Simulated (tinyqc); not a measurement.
Worked calculation (part 1 of 2): RKS/BLYP in the sto-6g basis, for BH2+, spin multiplicity 1. Computed by tinyqc, a small Python program that keeps every step (integrals from PySCF). Settings: charge = 1, multiplicity = 1, basis = sto-6g, energy threshold = 1e-09, iteration cap = 82, orthogonalisation = canonical, start = core, DIIS depth = 4, method = RKS, functional = blyp, grid = [15, 14]. Command: `OMP_NUM_THREADS=1 python tinyqc.py 25562 25563 out.jsonl` (the two numbers bound the seeds that draw the settings). One thread of a shared host (Intel(R) Xeon(R) Processor @ 2.60GHz), about 0.9 s of CPU time with the checks. Later iterations appear only in the table of the cycle.

## One-electron integrals

Geometry (angstrom):
```
atom        x         y        z
B     0.00000   0.00000  0.00000
H     0.00000   1.48200  0.80100
H     0.00000  -1.54000  0.83200
```

Basis sto-6g: exponents (1/bohr^2) and contraction coefficients of normalised primitives:
```
element  l (shell)   exponent  coefficient
B            s (1)  506.01115      0.00916
B            s (1)   92.77681      0.04936
B            s (1)   25.95566      0.16854
B            s (1)    8.91645      0.37056
B            s (1)    3.46251      0.41649
B            s (1)    1.42605      0.13033
B            s (2)   23.19458     -0.01325
B            s (2)    4.59081     -0.04699
B            s (2)    1.42682     -0.03379
B            s (2)    0.54895      0.25024
B            s (2)    0.23841      0.59512
B            s (2)    0.10928      0.24071
B            p (3)   23.19458      0.00376
B            p (3)    4.59081      0.03768
B            p (3)    1.42682      0.17390
B            p (3)    0.54895      0.41804
B            p (3)    0.23841      0.42586
B            p (3)    0.10928      0.10171
H            s (1)   35.52322      0.00916
H            s (1)    6.51314      0.04936
H            s (1)    1.82214      0.16854
H            s (1)    0.62596      0.37056
H            s (1)    0.24308      0.41649
H            s (1)    0.10011      0.13033
```

Overlap, kinetic and nuclear-attraction integrals over the contracted functions; the nuclear repulsion is the sum of Za Zb / Rab.

nuclear repulsion = 3.2573256 hartree

overlap S, order 1B 1s, 1B 2s, 1B 2px, 1B 2py, 1B 2pz, 2H 1s, 3H 1s:
```
[[1.00000, 0.26489, 0.00000, 0.00000, 0.00000, 0.02244, 0.01930],
 [0.26489, 1.00000, 0.00000, 0.00000, 0.00000, 0.25902, 0.23657],
 [0.00000, 0.00000, 1.00000, 0.00000, 0.00000, 0.00000, 0.00000],
 [0.00000, 0.00000, 0.00000, 1.00000, 0.00000, 0.26927, -0.24920],
 [0.00000, 0.00000, 0.00000, 0.00000, 1.00000, 0.14554, 0.13463],
 [0.02244, 0.25902, 0.00000, 0.26927, 0.14554, 1.00000, 0.02084],
 [0.01930, 0.23657, 0.00000, -0.24920, 0.13463, 0.02084, 1.00000]]
```

kinetic energy T (hartree), order 1B 1s, 1B 2s, 1B 2px, 1B 2py, 1B 2pz, 2H 1s, 3H 1s:
```
[[10.94724, -0.33388, 0.00000, 0.00000, 0.00000, -0.00770, -0.00695],
 [-0.33388, 0.37450, 0.00000, 0.00000, 0.00000, 0.00844, 0.00336],
 [0.00000, 0.00000, 1.12503, 0.00000, 0.00000, 0.00000, 0.00000],
 [0.00000, 0.00000, 0.00000, 1.12503, 0.00000, 0.05474, -0.04358],
 [0.00000, 0.00000, 0.00000, 0.00000, 1.12503, 0.02959, 0.02354],
 [-0.00770, 0.00844, 0.00000, 0.05474, 0.02959, 0.76852, -0.00552],
 [-0.00695, 0.00336, 0.00000, -0.04358, 0.02354, -0.00552, 0.76852]]
```

nuclear attraction V (hartree), order 1B 1s, 1B 2s, 1B 2px, 1B 2py, 1B 2pz, 2H 1s, 3H 1s:
```
[[-24.00817, -2.90748, 0.00000, -0.00063, -0.00893, -0.26920, -0.23106],
 [-2.90748, -4.36400, 0.00000, -0.00551, -0.08476, -0.87721, -0.78561],
 [0.00000, 0.00000, -4.32753, 0.00000, 0.00000, 0.00000, 0.00000],
 [-0.00063, -0.00551, 0.00000, -4.41181, -0.00226, -0.85738, 0.77657],
 [-0.00893, -0.08476, 0.00000, -0.00226, -4.35214, -0.47161, -0.42722],
 [-0.26920, -0.87721, 0.00000, -0.85738, -0.47161, -2.98239, -0.06458],
 [-0.23106, -0.78561, 0.00000, 0.77657, -0.42722, -0.06458, -2.92416]]
```

core Hamiltonian H = T + V (hartree), order 1B 1s, 1B 2s, 1B 2px, 1B 2py, 1B 2pz, 2H 1s, 3H 1s:
```
[[-13.06092, -3.24136, 0.00000, -0.00063, -0.00893, -0.27689, -0.23801],
 [-3.24136, -3.98950, 0.00000, -0.00551, -0.08476, -0.86877, -0.78225],
 [0.00000, 0.00000, -3.20250, 0.00000, 0.00000, 0.00000, 0.00000],
 [-0.00063, -0.00551, 0.00000, -3.28678, -0.00226, -0.80264, 0.73300],
 [-0.00893, -0.08476, 0.00000, -0.00226, -3.22711, -0.44203, -0.40368],
 [-0.27689, -0.86877, 0.00000, -0.80264, -0.44203, -2.21386, -0.07011],
 [-0.23801, -0.78225, 0.00000, 0.73300, -0.40368, -0.07011, -2.15564]]
```

## Two-electron integrals

Functions are numbered as in S; the eight-fold symmetry (ij|kl) = (ji|kl) = (kl|ij) leaves the list below.

Two-electron integrals (ij|kl) in chemists' order, unique and non-zero (hartree):
```
(11|11) 2.92499     (21|11) 0.48076     (21|21) 0.09948     (22|11) 0.74345
(22|21) 0.18897     (22|22) 0.54492     (31|31) 0.02110     (32|31) 0.03085
(32|32) 0.12044     (33|11) 0.74345     (33|21) 0.18897     (33|22) 0.54492
(33|33) 0.58711     (41|41) 0.02110     (42|41) 0.03085     (42|42) 0.12044
(43|43) 0.03164     (44|11) 0.74345     (44|21) 0.18897     (44|22) 0.54492
(44|33) 0.52383     (44|44) 0.58711     (51|51) 0.02110     (52|51) 0.03085
(52|52) 0.12044     (53|53) 0.03164     (54|54) 0.03164     (55|11) 0.74345
(55|21) 0.18897     (55|22) 0.54492     (55|33) 0.52383     (55|44) 0.52383
(55|55) 0.58711     (61|11) 0.04182     (61|21) 0.00840     (61|22) 0.01590
(61|33) 0.01581     (61|41) 0.00058     (61|42) 0.00113     (61|44) 0.01601
(61|51) 0.00032     (61|52) 0.00061     (61|54) 0.00011     (61|55) 0.01587
(61|61) 0.00074     (62|11) 0.12984     (62|21) 0.03375     (62|22) 0.11093
(62|33) 0.10757     (62|41) 0.00341     (62|42) 0.02210     (62|44) 0.11538
(62|51) 0.00185     (62|52) 0.01194     (62|54) 0.00422     (62|55) 0.10985
(62|61) 0.00305     (62|62) 0.03552     (63|31) 0.00306     (63|32) 0.01493
(63|43) 0.00385     (63|53) 0.00208     (63|63) 0.00326     (64|11) 0.11909
(64|21) 0.03132     (64|22) 0.10789     (64|33) 0.10251     (64|41) 0.00568
(64|42) 0.03399     (64|44) 0.11674     (64|51) 0.00142     (64|52) 0.01030
(64|54) 0.00561     (64|55) 0.10442     (64|61) 0.00294     (64|62) 0.04006
(64|64) 0.04754     (65|11) 0.06437     (65|21) 0.01693     (65|22) 0.05831
(65|33) 0.05541     (65|41) 0.00142     (65|42) 0.01030     (65|44) 0.05894
(65|51) 0.00382     (65|52) 0.02050     (65|54) 0.00576     (65|55) 0.06060
(65|61) 0.00159     (65|62) 0.02165     (65|64) 0.02393     (65|65) 0.01620
(66|11) 0.31347     (66|21) 0.08297     (66|22) 0.30784     (66|33) 0.29233
(66|41) 0.00839     (66|42) 0.07470     (66|44) 0.32833     (66|51) 0.00453
(66|52) 0.04037     (66|54) 0.01946     (66|55) 0.30285     (66|61) 0.00757
(66|62) 0.13760     (66|64) 0.16675     (66|65) 0.09013     (66|66) 0.77500
(71|11) 0.03591     (71|21) 0.00722     (71|22) 0.01367     (71|33) 0.01359
(71|41) -0.00050    (71|42) -0.00098    (71|44) 0.01376     (71|51) 0.00027
(71|52) 0.00053     (71|54) -0.00009    (71|55) 0.01364     (71|61) 0.00060
(71|62) 0.00236     (71|64) 0.00211     (71|65) 0.00124     (71|66) 0.00582
(71|71) 0.00054     (72|11) 0.11604     (72|21) 0.03019     (72|22) 0.09970
(72|33) 0.09667     (72|41) -0.00304    (72|42) -0.01992    (72|44) 0.10371
(72|51) 0.00164     (72|52) 0.01076     (72|54) -0.00381    (72|55) 0.09872
(72|61) 0.00246     (72|62) 0.01862     (72|64) 0.01635     (72|65) 0.01113
(72|66) 0.05317     (72|71) 0.00235     (72|72) 0.02930     (73|31) 0.00267
(73|32) 0.01319     (73|43) -0.00343    (73|53) 0.00185     (73|63) 0.00143
(73|73) 0.00262     (74|11) -0.10786    (74|21) -0.02837    (74|22) -0.09814
(74|33) -0.09330    (74|41) 0.00502     (74|42) 0.03051     (74|44) -0.10608
(74|51) -0.00127    (74|52) -0.00936    (74|54) 0.00505     (74|55) -0.09503
(74|61) -0.00223    (74|62) -0.01661    (74|64) -0.01371    (74|65) -0.00980
(74|66) -0.04732    (74|71) -0.00229    (74|72) -0.03339    (74|74) 0.03993
(75|11) 0.05827     (75|21) 0.01533     (75|22) 0.05302     (75|33) 0.05041
(75|41) -0.00127    (75|42) -0.00936    (75|44) 0.05360     (75|51) 0.00336
(75|52) 0.01824     (75|54) -0.00516    (75|55) 0.05505     (75|61) 0.00130
(75|62) 0.01123     (75|64) 0.00974     (75|65) 0.00801     (75|66) 0.03298
(75|71) 0.00124     (75|72) 0.01804     (75|74) -0.02016    (75|75) 0.01351
(76|11) 0.00948     (76|21) 0.00247     (76|22) 0.00834     (76|33) 0.00809
(76|41) -2.83e-06   (76|42) -2.57e-05   (76|44) 0.00838     (76|51) 0.00023
(76|52) 0.00152     (76|54) -6.48e-06   (76|55) 0.00854     (76|61) 0.00021
(76|62) 0.00217     (76|64) 0.00218     (76|65) 0.00144     (76|66) 0.00757
(76|71) 0.00018     (76|72) 0.00199     (76|74) -0.00204    (76|75) 0.00133
(76|76) 0.00018     (77|11) 0.30185     (77|21) 0.07991     (77|22) 0.29743
(77|33) 0.28301     (77|41) -0.00781    (77|42) -0.07051    (77|44) 0.31650
(77|51) 0.00422     (77|52) 0.03810     (77|54) -0.01809    (77|55) 0.29279
(77|61) 0.00653     (77|62) 0.05732     (77|64) 0.05037     (77|65) 0.03520
(77|66) 0.17509     (77|71) 0.00625     (77|72) 0.12353     (77|74) -0.15106
(77|75) 0.08161     (77|76) 0.00757     (77|77) 0.77500
```

## Orthogonalisation

S = U s U^T; canonical form X = U s^(-1/2), so that X^T S X = 1. Each column of U has its largest component positive (the first on a tie).

eigenvalues of S: [0.54876, 0.62546, 0.87735, 1.00000, 1.10208, 1.35468, 1.49167]

X, order 1B 1s, 1B 2s, 1B 2px, 1B 2py, 1B 2pz, 2H 1s, 3H 1s:
```
[[-0.47185, 0.11087, 0.67030, 0.00000, -0.54434, -0.04767, 0.31318],
 [0.89277, -0.16397, -0.26429, 0.00000, -0.24754, -0.06276, 0.52532],
 [0.00000, 0.00000, 0.00000, 1.00000, 0.00000, 0.00000, 0.00000],
 [0.17699, 0.86541, -0.01231, 0.00000, -0.00469, 0.61246, 0.06379],
 [0.34759, -0.05136, 0.66917, 0.00000, 0.65875, -0.01747, 0.20142],
 [-0.68723, -0.53564, -0.27923, 0.00000, 0.23019, 0.38199, 0.39852],
 [-0.42210, 0.72192, -0.30779, 0.00000, 0.25065, -0.45895, 0.30478]]
```

## Starting guess

The start is the orbitals of the core Hamiltonian; D = 2 C_occ C_occ^T.

D at the start, order 1B 1s, 1B 2s, 1B 2px, 1B 2py, 1B 2pz, 2H 1s, 3H 1s:
```
[[2.14197, -0.53616, 0.00000, -0.00210, -0.18434, 0.04925, 0.04620],
 [-0.53616, 2.01586, 0.00000, 0.00968, 0.76496, -0.16635, -0.15674],
 [0.00000, 0.00000, 0.00000, 0.00000, 0.00000, 0.00000, 0.00000],
 [-0.00210, 0.00968, 0.00000, 2.14952, 0.00737, -0.17357, 0.16481],
 [-0.18434, 0.76496, 0.00000, 0.00737, 0.29047, -0.06337, -0.05915],
 [0.04925, -0.16635, 0.00000, -0.17357, -0.06337, 0.02763, -0.00036],
 [0.04620, -0.15674, 0.00000, 0.16481, -0.05915, -0.00036, 0.02495]]
```

## Iteration 1: exchange-correlation on the grid

Becke grid with 15 radial and 14 angular points per atom, points of zero weight dropped. rho = sum D_ij phi_i phi_j; V_xc,ij = sum w v_xc phi_i phi_j plus the gradient terms; v_xc is d(rho eps)/d rho at fixed gradient.

The 12 grid points with the largest w rho, of 628 (bohr, atomic units):
```
x                y        z        w      rho  |grad rho|^2    eps_xc      v_xc
0.00000   -1.30000  0.00000  0.72929  0.22386       0.11410  -0.50280  -0.62731
0.00000    1.30000  0.00000  0.72603  0.22411       0.11587  -0.50316  -0.62739
0.75056    0.75056  0.75056  0.82405  0.15728       0.06361  -0.45404  -0.55719
-0.75056   0.75056  0.75056  0.82405  0.15728       0.06361  -0.45404  -0.55719
-0.75056  -0.75056  0.75056  0.82589  0.15644       0.06244  -0.45320  -0.55630
0.75056   -0.75056  0.75056  0.82589  0.15644       0.06244  -0.45320  -0.55630
0.00000   -1.89969  0.00000  1.70858  0.07556       0.02460  -0.37671  -0.43374
0.00000    1.89969  0.00000  1.62272  0.07488       0.02473  -0.37634  -0.43235
-1.09678  -1.09678  1.09678  2.12782  0.05394       0.01247  -0.34279  -0.38916
1.09678   -1.09678  1.09678  2.12782  0.05394       0.01247  -0.34279  -0.38916
1.09678    1.09678  1.09678  2.07372  0.05384       0.01258  -0.34292  -0.38888
-1.09678   1.09678  1.09678  2.07372  0.05384       0.01258  -0.34292  -0.38888
```

electrons on the grid, sum of w rho = 5.99984

E_xc = sum of w rho eps_xc = -4.6681769 hartree

V_xc (hartree), order 1B 1s, 1B 2s, 1B 2px, 1B 2py, 1B 2pz, 2H 1s, 3H 1s:
```
[[-1.92765, -0.26720, 0.00000, -0.00002, -0.00869, -0.02454, -0.02107],
 [-0.26720, -0.45273, 0.00000, 0.00008, -0.06004, -0.08751, -0.07836],
 [0.00000, 0.00000, -0.41864, 0.00000, 0.00000, 0.00000, 0.00000],
 [-0.00002, 0.00008, 0.00000, -0.51264, -0.00022, -0.08458, 0.07671],
 [-0.00869, -0.06004, 0.00000, -0.00022, -0.42706, -0.04757, -0.04287],
 [-0.02454, -0.08751, 0.00000, -0.08458, -0.04757, -0.19165, -0.00629],
 [-0.02107, -0.07836, 0.00000, 0.07671, -0.04287, -0.00629, -0.18588]]
```

## Iteration 1: building the Kohn-Sham matrix

J_ij = sum D_kl (ij|kl); F = H + J + V_xc; E = tr D H + tr D J / 2 + E_xc + E_nn.

Coulomb J (hartree), order 1B 1s, 1B 2s, 1B 2px, 1B 2py, 1B 2pz, 2H 1s, 3H 1s:
```
[[8.91453, 1.72600, 0.00000, 0.00003, 0.03679, 0.14908, 0.12807],
 [1.72600, 3.68503, 0.00000, -0.00052, 0.15630, 0.72816, 0.65360],
 [0.00000, 0.00000, 3.63896, 0.00000, 0.00000, 0.00000, 0.00000],
 [0.00003, -0.00052, 0.00000, 3.76207, -0.00006, 0.69891, -0.63523],
 [0.03679, 0.15630, 0.00000, -0.00006, 3.65404, 0.39020, 0.35405],
 [0.14908, 0.72816, 0.00000, 0.69891, 0.39020, 1.93435, 0.05451],
 [0.12807, 0.65360, 0.00000, -0.63523, 0.35405, 0.05451, 1.86714]]
```

Kohn-Sham matrix F (hartree), order 1B 1s, 1B 2s, 1B 2px, 1B 2py, 1B 2pz, 2H 1s, 3H 1s:
```
[[-6.07404, -1.78256, 0.00000, -0.00063, 0.01918, -0.15236, -0.13101],
 [-1.78256, -0.75721, 0.00000, -0.00594, 0.01150, -0.22812, -0.20701],
 [0.00000, 0.00000, 0.01782, 0.00000, 0.00000, 0.00000, 0.00000],
 [-0.00063, -0.00594, 0.00000, -0.03735, -0.00254, -0.18831, 0.17447],
 [0.01918, 0.01150, 0.00000, -0.00254, -0.00013, -0.09940, -0.09249],
 [-0.15236, -0.22812, 0.00000, -0.18831, -0.09940, -0.47116, -0.02188],
 [-0.13101, -0.20701, 0.00000, 0.17447, -0.09249, -0.02188, -0.47438]]
```

total energy of this density = -24.4972874 hartree

## Iteration 1: diagonalisation and new density

Diagonalise F' = X^T F X, C = X C', fill 3 alpha and 3 beta electrons from the bottom; D = 2 C_occ C_occ^T. Each column has its largest component positive (the first on a tie).

F' = X^T F X (hartree):
```
[[-0.39689, 0.11834, 0.86363, 0.00000, -0.76203, -0.06078, 0.77330],
 [0.11834, -0.02186, -0.22965, 0.00000, 0.21445, 0.25488, -0.17835],
 [0.86363, -0.22965, -2.10373, 0.00000, 2.18516, 0.20623, -1.50628],
 [0.00000, 0.00000, 0.00000, 0.01782, 0.00000, 0.00000, 0.00000],
 [-0.76203, 0.21445, 2.18516, 0.00000, -2.33652, -0.22712, 1.66695],
 [-0.06078, 0.25488, 0.20623, 0.00000, -0.22712, -0.38939, 0.18529],
 [0.77330, -0.17835, -1.50628, 0.00000, 1.66695, 0.18529, -1.76618]]
```

orbital energies (hartree): [-6.07991, -0.50478, -0.47618, -0.15347, 0.01782, 0.07649, 0.12327]

coefficients C, order 1B 1s, 1B 2s, 1B 2px, 1B 2py, 1B 2pz, 2H 1s, 3H 1s:
```
[[0.99059, -0.10936, 0.00664, -0.27435, 0.00000, -0.10920, -0.02091],
 [0.03442, 0.27392, -0.01549, 0.98102, 0.00000, 0.43390, 0.08852],
 [0.00000, 0.00000, 0.00000, 0.00000, 1.00000, 0.00000, 0.00000],
 [0.00033, 0.00681, -0.17417, -0.01552, 0.00000, -0.15399, 1.05132],
 [-0.00196, 0.05841, -0.00244, -0.35965, 0.00000, 0.94538, 0.13989],
 [-0.00518, 0.59723, -0.65269, -0.33992, 0.00000, -0.28193, -0.46598],
 [-0.00471, 0.61237, 0.66498, -0.31869, 0.00000, -0.36954, 0.32417]]
```

D after iteration 1, order 1B 1s, 1B 2s, 1B 2px, 1B 2py, 1B 2pz, 2H 1s, 3H 1s:
```
[[1.98654, 0.00809, 0.00000, -0.00315, -0.01669, -0.14955, -0.13444],
 [0.00809, 0.15292, 0.00000, 0.00915, 0.03194, 0.34705, 0.31456],
 [0.00000, 0.00000, 0.00000, 0.00000, 0.00000, 0.00000, 0.00000],
 [-0.00315, 0.00915, 0.00000, 0.06077, 0.00164, 0.23550, -0.22330],
 [-0.01669, 0.03194, 0.00000, 0.00164, 0.00684, 0.07297, 0.06831],
 [-0.14955, 0.34705, 0.00000, 0.23550, 0.07297, 1.56545, -0.13656],
 [-0.13444, 0.31456, 0.00000, -0.22330, 0.06831, -0.13656, 1.63442]]
```

## Iteration 2: exchange-correlation on the grid

As before.

The 12 grid points with the largest w rho, of 628 (bohr, atomic units):
```
x                y         z        w      rho  |grad rho|^2    eps_xc      v_xc
-0.16728  -0.16728  -0.16728  0.01463  4.31693    1638.07578  -1.43673  -1.53932
0.16728   -0.16728  -0.16728  0.01463  4.31693    1638.07578  -1.43673  -1.53932
0.16728    0.16728  -0.16728  0.01463  4.31474    1636.92166  -1.43658  -1.53904
-0.16728   0.16728  -0.16728  0.01463  4.31474    1636.92166  -1.43658  -1.53904
-0.16728  -0.16728   0.16728  0.01463  4.30379    1632.40168  -1.43594  -1.53763
0.16728   -0.16728   0.16728  0.01463  4.30379    1632.40168  -1.43594  -1.53763
-0.16728   0.16728   0.16728  0.01463  4.30205    1631.05686  -1.43578  -1.53742
0.16728    0.16728   0.16728  0.01463  4.30205    1631.05686  -1.43578  -1.53742
0.00000    0.00000  -0.28973  0.01300  4.31909    1640.08197  -1.43695  -1.53957
0.00000   -0.28973   0.00000  0.01300  4.31482    1634.33023  -1.43636  -1.53912
0.00000    0.28973   0.00000  0.01300  4.31144    1632.15074  -1.43610  -1.53870
0.28973    0.00000   0.00000  0.01300  4.30717    1635.43761  -1.43627  -1.53802
```

electrons on the grid, sum of w rho = 6.02729

E_xc = sum of w rho eps_xc = -4.4125790 hartree

V_xc (hartree), order 1B 1s, 1B 2s, 1B 2px, 1B 2py, 1B 2pz, 2H 1s, 3H 1s:
```
[[-1.88399, -0.24225, 0.00000, -0.00031, -0.00088, -0.02205, -0.01889],
 [-0.24225, -0.30350, 0.00000, -0.00480, -0.03252, -0.09154, -0.08153],
 [0.00000, 0.00000, -0.27811, 0.00000, 0.00000, 0.00000, 0.00000],
 [-0.00031, -0.00480, 0.00000, -0.33763, -0.00139, -0.10460, 0.09373],
 [-0.00088, -0.03252, 0.00000, -0.00139, -0.29485, -0.05737, -0.05145],
 [-0.02205, -0.09154, 0.00000, -0.10460, -0.05737, -0.49812, -0.00640],
 [-0.01889, -0.08153, 0.00000, 0.09373, -0.05145, -0.00640, -0.50019]]
```

## Iteration 2: building the Kohn-Sham matrix

As before.

Coulomb J (hartree), order 1B 1s, 1B 2s, 1B 2px, 1B 2py, 1B 2pz, 2H 1s, 3H 1s:
```
[[7.22642, 1.32809, 0.00000, 0.00169, 0.01959, 0.11530, 0.09891],
 [1.32809, 2.80756, 0.00000, 0.00904, 0.16097, 0.65860, 0.59478],
 [0.00000, 0.00000, 2.74869, 0.00000, 0.00000, 0.00000, 0.00000],
 [0.00169, 0.00904, 0.00000, 2.88666, 0.00204, 0.67537, -0.61699],
 [0.01959, 0.16097, 0.00000, 0.00204, 2.78735, 0.38100, 0.34831],
 [0.11530, 0.65860, 0.00000, 0.67537, 0.38100, 2.43675, 0.04995],
 [0.09891, 0.59478, 0.00000, -0.61699, 0.34831, 0.04995, 2.42868]]
```

Kohn-Sham matrix F (hartree), order 1B 1s, 1B 2s, 1B 2px, 1B 2py, 1B 2pz, 2H 1s, 3H 1s:
```
[[-7.71849, -2.15552, 0.00000, 0.00075, 0.00979, -0.18364, -0.15798],
 [-2.15552, -1.48543, 0.00000, -0.00127, 0.04369, -0.30171, -0.26900],
 [0.00000, 0.00000, -0.73193, 0.00000, 0.00000, 0.00000, 0.00000],
 [0.00075, -0.00127, 0.00000, -0.73776, -0.00160, -0.23187, 0.20973],
 [0.00979, 0.04369, 0.00000, -0.00160, -0.73461, -0.11839, -0.10683],
 [-0.18364, -0.30171, 0.00000, -0.23187, -0.11839, -0.27523, -0.02655],
 [-0.15798, -0.26900, 0.00000, 0.20973, -0.10683, -0.02655, -0.22715]]
```

total energy of this density = -24.6099122 hartree

## Iteration 2: DIIS over 2 matrices

error matrix X^T (FDS - SDF) X:
```
[[0.00000, 0.01382, 0.36215, 0.00000, -0.33853, -0.06395, -0.55607],
 [-0.01382, 0.00000, -0.06701, 0.00000, 0.07481, -0.58804, 0.03336],
 [-0.36215, 0.06701, 0.00000, 0.00000, 0.11141, 0.03642, -0.14288],
 [0.00000, 0.00000, 0.00000, 0.00000, 0.00000, 0.00000, 0.00000],
 [0.33853, -0.07481, -0.11141, 0.00000, 0.00000, -0.02139, 0.15534],
 [0.06395, 0.58804, -0.03642, 0.00000, 0.02139, 0.00000, 0.00718],
 [0.55607, -0.03336, 0.14288, 0.00000, -0.15534, -0.00718, 0.00000]]
```

B (overlaps of the stored error matrices):
```
[[1.0119828e+00, -1.2232123e+00],
 [-1.2232123e+00, 1.9500765e+00]]
```

Minimise |sum c_i e_i|^2 with sum c_i = 1: solve [B -1; -1 0][c; lambda] = [0; -1] with B_ij = tr e_i^T e_j, and take F = sum c_i F_i.

DIIS coefficients: [0.58672, 0.41328]

extrapolated F (hartree), order 1B 1s, 1B 2s, 1B 2px, 1B 2py, 1B 2pz, 2H 1s, 3H 1s:
```
[[-6.75365, -1.93669, 0.00000, -0.00006, 0.01530, -0.16529, -0.14216],
 [-1.93669, -1.05816, 0.00000, -0.00401, 0.02480, -0.25853, -0.23263],
 [0.00000, 0.00000, -0.29203, 0.00000, 0.00000, 0.00000, 0.00000],
 [-0.00006, -0.00401, 0.00000, -0.32681, -0.00215, -0.20632, 0.18905],
 [0.01530, 0.02480, 0.00000, -0.00215, -0.30367, -0.10725, -0.09842],
 [-0.16529, -0.25853, 0.00000, -0.20632, -0.10725, -0.39019, -0.02381],
 [-0.14216, -0.23263, 0.00000, 0.18905, -0.09842, -0.02381, -0.37220]]
```
